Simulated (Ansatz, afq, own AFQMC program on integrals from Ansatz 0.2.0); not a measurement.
AFQMC on a folder of integrals that Ansatz 0.2.0 wrote.

```yaml
crystal:
  periodic: [false, false, false]
  atoms:
    - {symbol: Hf, position_ang: [0.000000, 0.000000, 0.000000]}
    - {symbol: S, position_ang: [0.000000, 0.000000, 2.163711]}
basis:
  gaussian: {orbitals: def2-SVP}
magnetization: {spin_polarized: false}
correlation: {method: ccsd_t, electrons: outside_noble_gas, hamiltonian_folder: ham}
```

```sh
$ ansatz run in.yaml --threads 1 --pin off --events-out ev --progress --plain --max-ram 24576MiB --backend cuda --devices 0, --max-vram 18GiB
```

Options of the walk:

```
--method phaseless --trial cisd --walkers 4000 --populations 20 --least-time 60 --time-step 0.005 --steps-per-block 50 --equilibration-blocks 40 --max-blocks 4000 --target-error 0.00019 --factor-cut 1e-05 --seed 811 --release-times 0.24,0.6,1.2,2,3,4.2 --release-step 0.04 --release-every 3 --taylor-order 6
```

Times are imaginary, in 1/Eh. The walk had a cap of 171 s. With eight or more populations the least sampling time is a fifth of least-time, and the error comes from their spread. Core potentials past Kr, no spin–orbit coupling.

```
orbitals 41  electrons 5 5  factors 338 of 482
reference energy -444.84547467 Eh
CCSD correlation -0.22010006 Eh in 14 cycles, weight of the determinant in the CISD state 0.8334
energy of the start -445.065573 Eh
 block  time / (1/Eh)  mean weight  energy / Eh
     1     0.250  0.9997  -445.062983
     2     0.500  0.9999  -445.065085
     3     0.750  1.0000  -445.067889
     4     1.000  0.9999  -445.070859
     5     1.250  1.0001  -445.072639
     7     1.750  1.0000  -445.075322
     9     2.250  1.0005  -445.076623
    13     3.250  1.0000  -445.078411
    19     4.750  0.9999  -445.081655
    25     6.250  1.0002  -445.081517
    31     7.750  0.9996  -445.081543
    37     9.250  0.9999  -445.080667
    43    10.750  0.9999  -445.079987
    49    12.250  0.9998  -445.083166
    55    13.750  0.9999  -445.081732
    61    15.250  1.0002  -445.081236
    67    16.750  0.9999  -445.081809
    73    18.250  0.9999  -445.080628
    79    19.750  0.9998  -445.080738
    85    21.250  0.9998  -445.082203
    91    22.750  0.9999  -445.080542
    97    24.250  0.9998  -445.080750
   100    25.000  1.0000  -445.079225
   103    25.750  0.9999  -445.080488
   109    27.250  1.0000  -445.080677
   115    28.750  1.0002  -445.081246
   121    30.250  1.0002  -445.083369
   127    31.750  1.0001  -445.079646
   133    33.250  1.0000  -445.080318
   139    34.750  1.0000  -445.084324
   145    36.250  1.0000  -445.084127
   148    37.000  1.0000  -445.082204
error from the spread of 20 populations
released: time / (1/Eh)  energy / Eh  error  mean overlap
  0.24  -445.081673  0.000153  0.9985
  0.60  -445.081790  0.000137  0.9982
  1.20  -445.081763  0.000190  0.9971
  2.00  -445.081857  0.000242  1.0003
  3.00  -445.081457  0.000261  1.0055
  4.20  -445.081726  0.000444  1.0046
energy -445.081344 +/- 0.000187 Eh
(rows thinned)
```

**Question.** Estimate how long the walk took on 1 × NVIDIA H100 80GB HBM3 with 2 threads of AMD EPYC 7R13 Processor (Zen 3) (shared host) (the card was shared).

**Answer.** 92 s of wall time.

The run passed its tests (sampling time, drift between the halves within three errors, error under three times the target), which doesn't prove that it has relaxed.

Against this walk (error 5.1 meV) on the same determinant: CCSD(T) 9.0 meV higher (within the noise), CCSDT(Q) 36.3 meV lower, CCSDTQ 32.7 meV lower. The error is statistical and leaves out the bias of the constraint. Released to 3.00 1/Eh the energy moves by -3 ± 9 meV (both errors), within twice the noise. CCSDTQ is the surest value here, so the walk's 33 meV above it is most likely the bias of the constraint with this trial, which can have either sign.

Cautions: constraint bias not in the error; no spin-orbit coupling; outer-core shells of the metal frozen; restricted determinant unstable towards unrestricted (UHF 86 meV lower, ⟨S²⟩ 0.50); (T) is large, 7 % of the CCSD correlation; released walk and highest rung disagree (by 30 meV at 3.00 1/Eh, later times being noisier); CCSDTQ on the UHF determinant differs (29 meV higher), by its state or its frozen core.

CCSDT and higher add their correlation energy to the determinant of the CCSD(T) run, since their own runs factorise the integrals more tightly (a shift of under 2 meV). A walk keeps the symmetry of its determinant, which the program's search chose and which needn't be the lowest solution, so a lower state of the same spin and another symmetry isn't excluded.
